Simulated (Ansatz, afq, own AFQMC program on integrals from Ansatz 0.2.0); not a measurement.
Integrals from Ansatz 0.2.0, then the random walk in our own AFQMC program (afq).

```yaml
crystal:
  periodic: [false, false, false]
  atoms:
    - {symbol: B, position_ang: [-0.108367, -0.001322, 0.000023]}
    - {symbol: H, position_ang: [2.572434, 0.031377, -0.000556]}
    - {symbol: H, position_ang: [-0.717661, 1.024891, -0.002814]}
    - {symbol: H, position_ang: [-0.692448, -1.042090, 0.003118]}
basis:
  gaussian: {orbitals: cc-pVDZ}
magnetization: {spin_polarized: false}
correlation: {method: ccsd_t, electrons: outside_noble_gas, hamiltonian_folder: ham}
```

```sh
$ ansatz run in.yaml --threads 1 --pin off --events-out ev --progress --plain --max-ram 16896MiB --backend cuda --devices 0, --max-vram 18GiB
```

afq runs on the folder ham with

```
--method phaseless --trial cid --walkers 160 --populations 1 --least-time 40 --time-step 0.01 --steps-per-block 5 --equilibration-blocks 120 --max-blocks 800 --target-error 0.00116 --factor-cut 1e-05 --seed 5850 --taylor-order 8
```

Times are imaginary, in 1/Eh. The walk had a cap of 60 s.

afq prints:

```
orbitals 28  electrons 3 3  factors 193 of 261
reference energy -26.19694111 Eh
CCSD correlation -0.15521379 Eh in 12 cycles, weight of the determinant in the CISD state 0.7810
energy of the start -26.353352 Eh
 block  time / (1/Eh)  mean weight  energy / Eh
     1     0.050  0.9992  -26.352495
     2     0.100  0.9990  -26.351424
     3     0.150  1.0009  -26.350733
     4     0.200  1.0016  -26.350060
     5     0.250  0.9984  -26.349758
     9     0.450  1.0018  -26.349919
    70     3.500  1.0007  -26.356215
   162     8.100  1.0012  -26.361532
   254    12.700  1.0004  -26.354310
   277    13.850  0.9998  -26.352159
   346    17.300  0.9993  -26.361499
   438    21.900  0.9995  -26.363675
   530    26.500  1.0008  -26.361529
   622    31.100  1.0004  -26.364176
   714    35.700  1.0004  -26.361476
   806    40.300  1.0026  -26.357763
   898    44.900  1.0016  -26.368026
blocks merged  error / Eh  count
     1  0.000128  800
     2  0.000173  400
     4  0.000232  200
     8  0.000308  100
    16  0.000390  50
    32  0.000484  25
    64  0.000478  12
energy -26.360367 +/- 0.000484 Eh
(rows thinned)
```

The run passed its tests (sampling time, drift between the halves within three errors, error under three times the target), which doesn't prove that it has relaxed. The second half of the sampling lies below the first by 2.4 errors of their difference, so the energy may still be moving and its error bar be too small.

Against this walk (error 13.2 meV) on the same determinant: CCSD(T) 32.3 meV higher, CCSDT(Q) 16.1 meV higher (within the noise), CCSDTQ 16.3 meV higher (within the noise), full CI 16.3 meV higher (within the noise), a separate phaseless walk with a CISD trial and standard settings 63.0 ± 13.9 meV higher. The error is statistical and leaves out the bias of the constraint. The determinant is a poor start (see the cautions), so the low cluster orders aren't to be relied on, and full CI is the sure value.

Cautions: constraint bias not in the error; restricted determinant unstable towards unrestricted (UHF 1.61 eV lower, ⟨S²⟩ 0.88); strong correlation (T1 0.054, weight of the determinant 0.78, largest double 0.43); the CCSD(T) amplitudes may be one of several solutions (largest double 0.43); the CCSDT(Q) amplitudes may be one of several solutions (largest double 0.47); the CCSDTQ amplitudes may be one of several solutions (largest double 0.47); the time-step error isn't removed.

The walk took 30 s on 1 × NVIDIA H100 80GB HBM3 with 2 threads of AMD EPYC 7R13 Processor (Zen 3) (shared host) (the card was shared). The log's last line is the phaseless energy.

CCSDT and higher add their correlation energy to the determinant of the CCSD(T) run, since their own runs factorise the integrals more tightly (a shift of under 2 meV). A walk keeps the symmetry of its determinant, which the program's search chose and which needn't be the lowest solution, so a lower state of the same spin and another symmetry isn't excluded.
